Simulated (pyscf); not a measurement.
NH₃ (SMILES N) + H₂N–Ga(NH₂)–OH (SMILES [NH2][Ga]([NH2])[OH]) → H₂N–Ga(NH₂)–NH₂ (SMILES [NH2][Ga]([NH2])[NH2]) + H₂O (SMILES O) (four-centre exchange; singlet surface; H–N, Ga–O broken, Ga–N, H–O formed). Single points on ωB97X-D3(BJ)/def2-SVP structures (PySCF, gas phase). Energies in kcal/mol from the separated reactants.

```csv
level,barrier,reaction energy
ωB97X-D3(BJ)/def2-TZVP,0.1,+6.7
PBE/def2-TZVP,-0.8,+7.7
PBE0-D3(BJ)/def2-TZVP,…,+6.7
M06-2X/def2-TZVP,…,…
ωB97M-D3(BJ)/def2-TZVP,1.3,+7.1
HF/def2-TZVP,14.5,+8.0
```

### Question
Fill in the missing entries.

### Answer

- PBE0-D3(BJ)/def2-TZVP, barrier: -1.5
- M06-2X/def2-TZVP, barrier: -1.5
- M06-2X/def2-TZVP, reaction energy: +7.2

On the reactant side the descent ends in an adduct with a Ga–N contact, 21.6 kcal/mol under the separated species and 21.7 kcal/mol under the saddle at ωB97X-D3(BJ)/def2-TZVP. On the product side the descent ends in an adduct with a Ga–O contact, 12.9 kcal/mol under the separated species and 6.3 kcal/mol under the saddle at ωB97X-D3(BJ)/def2-TZVP. At PBE, PBE0-D3(BJ), M06-2X the saddle lies under the separated reactants, which points to a path from their complex (located at ωB97X-D3(BJ) alone). At ωB97X-D3(BJ), PBE, PBE0-D3(BJ), M06-2X, ωB97M-D3(BJ) the saddle lies under the separated products, which points to a path from their complex (located at ωB97X-D3(BJ) alone), and parting the products costs more than the saddle. What is counted as formed (Ga–N) is already present as a longer contact in the reactant adduct; forming that adduct is a step of its own. What is counted as broken (Ga–O) persists as a longer contact in the product adduct; parting that adduct is a step of its own. One saddle was located; it need not be the lowest between these sides. Elements up to Kr have no core potential and no relativistic terms here.
